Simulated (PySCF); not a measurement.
# Broadened absorption spectrum of 2,3-dihydrofuran

Species: 2,3-dihydrofuran, C₄H₆O.
SMILES: `C1=COCC1`

Level of theory: PySCF, TDDFT B3LYP/def2-SVPD, vertical, gas phase, core orbitals frozen in the response. Isolated species at its PBE0-D3(BJ)/def2-SVP geometry, gas phase.

Broadening: Gaussians 0.4 eV wide at half height, area fixed by f = 4.319×10⁻⁹ ∫ε dν̃. The width is an assumption, not a result. The curve ends short of the highest state used, and states not computed would add to its high-energy end.

(E (eV), ε (L mol⁻¹ cm⁻¹)): (4.84, 1), (4.92, 4), (4.99, 13), (5.06, 36), (5.13, 84), (5.21, 180), (5.28, 292), (5.35, 401), (5.42, 471), (5.50, 496), (5.57, 547), (5.64, 800), (5.71, 1501), (5.79, 3121), (5.86, 5203), (5.93, 7410), (6.00, 8951), (6.08, 9083), (6.15, 7751), (6.22, 5687), (6.29, 3648), (6.37, 1935), (6.44, 1053), (6.51, 606), (6.58, 457), (6.66, 562), (6.73, 848), (6.80, 1237), (6.87, 1604), (6.95, 1840), (7.02, 1831), (7.09, 1672), (7.16, 1464), (7.24, 1283), (7.31, 1217), (7.38, 1205), (7.45, 1170), (7.53, 1018), (7.60, 785), (7.67, 522), (7.74, 296), (7.82, 133), (7.89, 76), (7.96, 89)

(1) Locate the maxima and give the states behind the curve.

(2) Coming from long wavelengths, where does ε first pass 100 L mol⁻¹ cm⁻¹?

(3) On this curve, what absorbance would a 10⁻⁵ mol/L sample give at 222 nm over a 1 cm path?

(4) Does any computed singlet lie in the visible range?

Results:

(1) 205 nm (6.05 eV), ε about 9300, made up of S2 (98%); 178 nm (6.98 eV), ε about 1900, made up of S6 (78%) and S7 (20%) (ε in L mol⁻¹ cm⁻¹; maxima over ε = 5, shares over 10%). At its high-energy end, 7.96 eV, the curve is still rising (ε about 89, from S8 and S9). The states used: S1 5.44 eV (f 0.0069); S2 6.04 eV (f 0.135); S3 6.29 eV (f 0.0059); S4 6.42 eV (f 0.0027); S5 6.82 eV (f 0.0004); S6 6.93 eV (f 0.023); S7 7.16 eV (f 0.0098); S8 7.47 eV (f 0.015); S9 8.34 eV (f 0.013); S10 8.56 eV (f 0.0089).

(2) At about 241 nm (5.15 eV), 0.30 eV below S1.

(3) 222 nm is 5.585 eV, where ε is about 580 L mol⁻¹ cm⁻¹, so A = ε c l ≈ 0.0058 (Beer–Lambert, with the gas-phase spectrum and the assumed width).

(4) No computed singlet lies in the visible range (380 to 750 nm); the lowest, at 228 nm, stands 2.18 eV above its violet end (3.26 eV).

The vertical ionisation energy is 8.35 eV (ΔSCF), so S10 and higher lie in the continuum; a finite Gaussian basis only mimics such states.

On Arm Neoverse V2, one thread, on a shared host, this took 20 s wall.
